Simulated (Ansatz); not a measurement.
# AlNH₂ (quintet): the correlation ladder, def2-QZVPP

The task here is to estimate one member of a computed series from the others.

The runs use Ansatz 0.2.0, Gaussian basis; def2-QZVPP, core rule «outside noble gas», up to 6 orbitals frozen.

Plan: UHF; ROHF; CCSD(T) on UHF.

2 further runs of the same task are left out: 2 set aside as unsound or not needed. Runs told in other sessions of the task aren't counted.

## What is computed

The geometry is a PBE0/def2-TZVP stationary point (not a proven minimum) of the parent state, kept for this charge and spin.

4 atoms, charge 0, spin multiplicity 5.

Atoms are counted from 1 here; the program's logs count them from 0.

Bond lengths: Al1–N2 1.771 Å, N2–H3 1.007 Å, N2–H4 1.007 Å. Angles: Al1–N2–H3 124.1°, Al1–N2–H4 124.1°, H3–N2–H4 111.7°.

Geometry (Å):

| atom | x (Å) | y (Å) | z (Å) |
| --- | --- | --- | --- |
| Al1 | 0.0000 | 0.0000 | 0.6865 |
| N2 | 0.0000 | 0.0000 | -1.0849 |
| H3 | 0.0000 | 0.8334 | -1.6498 |
| H4 | 0.0000 | -0.8334 | -1.6498 |

Set-up of the first run:

File in.yaml:

```yaml
crystal:
  periodic: [false, false, false]
  atoms:
    - {symbol: Al, position_ang: [0.000000, 0.000000, 0.686473]}
    - {symbol: N, position_ang: [0.000000, 0.000000, -1.084932]}
    - {symbol: H, position_ang: [0.000000, 0.833405, -1.649784]}
    - {symbol: H, position_ang: [0.000000, -0.833405, -1.649784]}
basis:
  gaussian: {orbitals: "def2-QZVPP.json"}
magnetization: {spin_polarized: true, initial_magnetization: 4}
hamiltonian: {xc: hf}
output: {orbitals: {seedname: orbitals}}
```

Run with:

```sh
$ ansatz run in.yaml --threads 1 --pin off --events-out ev --progress --plain --max-ram 2393MiB
```

Steps of the session up to this table: UHF; ROHF; CCSD(T) on UHF.

One table of the session follows, with a row left open; its other results are not shown here.

It belongs to the step «Misses and costs». 

```
  method  from UCCSD(T) (kJ/mol)
    ROHF                  +653.3
     UHF                  +639.5
    UMP2                       ?
   UCCSD                   +19.3
UCCSD(T)                       0
```

Q: Estimate the row for UMP2 from the others.

The run gave: from UCCSD(T) (kJ/mol): +75.1. In the column «from UCCSD(T) (kJ/mol)» it lies between UCCSD (+19.3) and UHF (+639.5).
